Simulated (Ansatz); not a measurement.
**Cu₃O₂: from a trial structure to a relaxed crystal**

Theory: Ansatz 0.2.0, DFT PBE, scalar-relativistic, plane waves, PAW. Cutoff 420 eV, Γ-centred k mesh, Gaussian smearing, no spin polarisation in the final step.

The start puts Cu₃O₂ on the anti-tetradymite structure type (R-3m, No. 166), with O in place of Bi, Cu in place of Te, at a guessed volume.

```
CELL_PARAMETERS angstrom
1.55711 0.89900 7.21798
-1.55711 0.89900 7.21798
0.00000 -1.79799 7.21798
ATOMIC_POSITIONS crystal
Cu 0.00000 0.00000 0.00000
Cu 0.20950 0.20950 0.20950
Cu 0.79050 0.79050 0.79050
O 0.40000 0.40000 0.40000
O 0.60000 0.60000 0.60000
```

Cell and atoms relax at zero pressure; the relaxation can't lower the symmetry of the start. After a coarse first stage the cell is made exact in the group found at 0.06 Å.

Formation energies are uncorrected and refer to the elements' standard structures at the same level (O₂ as a molecule).

(1) Which crystal results?

(2) What are its volume, energy, density and gap?

## Answers

(1) It keeps R-3m (No. 166). The result has the tetradymite structure. Conventional cell: a = 2.925 Å, c = 20.754 Å. Cu on Wyckoff site a (1 atom of the primitive cell) has 6 O at 2.10 Å; around Cu on Wyckoff site c (2 atoms of the primitive cell) lie 3 O at 2.12 Å; around O lie 6 Cu at 2.10–2.12 Å.

Space group R-3m:H (No. 166). a = 2.925 Å, b = 2.925 Å, c = 20.754 Å, α = 90.00°, β = 90.00°, γ = 120.00°
| atom | site | symmetry | x | y | z |
| --- | --- | --- | --- | --- | --- |
| Cu | 3a | -3m | 0.0000 | 0.0000 | 0.0000 |
| Cu | 6c | 3m | 0.3333 | 0.6667 | 0.8778 |
| O | 6c | 3m | 0.6667 | 0.3333 | 0.7268 |

(2) The volume per atom is 10.25 Å³, the density is 7.21 g/cm³ and the energy over the elements is -0.25 eV/atom. The gap on the 15×15×15 mesh is 0 eV (a metal).

The final run used a 15×15×15 mesh on its 5-atom cell and 0.10 eV smearing. The k mesh leaves about 4 meV/atom of noise in metals. A structure relaxed within its symmetry needn't be a true minimum. The steps took roughly 10 core-minutes in all.